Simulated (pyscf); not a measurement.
H₂N–SiH₂–F (SMILES N[SiH2]F) + SiH₄ (SMILES [SiH4]) → H₂N–SiH₃ (SMILES N[SiH3]) + F–SiH₃ (SMILES F[SiH3]), a four-centre exchange (singlet surface; N–Si, H–Si broken, N–Si, H–Si formed). PySCF, gas phase, ωB97X-D3(BJ)/def2-SVP geometries. Energies in kJ/mol from the separated reactants.

Small-basis levels: PySCF, no dispersion term, spherical d functions. AM1 to PM7: differences of heats of formation from MOPAC, which are fitted to 298 K values and so differ in kind from electronic energies by zero-point and thermal terms. Cost: rough CPU time at the saddle relative to B3LYP/6-31G*, from one job on a shared machine.

```
level                   barrier  reaction energy        cost
----------------------  -------  ---------------  ----------
HF/3-21G                  176.8            +51.3        0.06
HF/6-31G*                 184.7            +32.9        0.10
SVWN5/6-31G*               56.1            +46.6           1
BP86/6-31G*               110.7            +40.1           2
B3LYP/3-21G               134.1            +55.4         0.7
B3LYP/LANL2DZ             177.0            +52.5         0.6
M06-2X/6-31G*             107.0            +37.0           2
PBE/def2-SVP               97.6            +38.4           2
B3LYP/def2-SVP            131.0            +36.4           1
AM1                       180.8            +31.1  under 0.02
PM6                        22.8            +33.4  under 0.02
PM7                       179.8             -8.3  under 0.02
ωB97M-D3(BJ)/def2-TZVP    110.3            +33.9           –
```

Against the last row the barrier runs from -87.5 (PM6) to +74.4 kJ/mol (HF/6-31G*). At PM6 this geometry lies under one side, so the entry may be no barrier of that level: it is a single point on another level's saddle. ωB97M-D3(BJ)/def2-TZVP has limits of its own. On the product side the descent ends in a complex (not fully relaxed), 16.9 kJ/mol under the separated species and 83.0 kJ/mol under the saddle at ωB97X-D3(BJ)/def2-TZVP. At ωB97X-D3(BJ)/def2-TZVP the barrier from the zero used here is 99.1 kJ/mol. One saddle was located; it need not be the lowest between these sides.
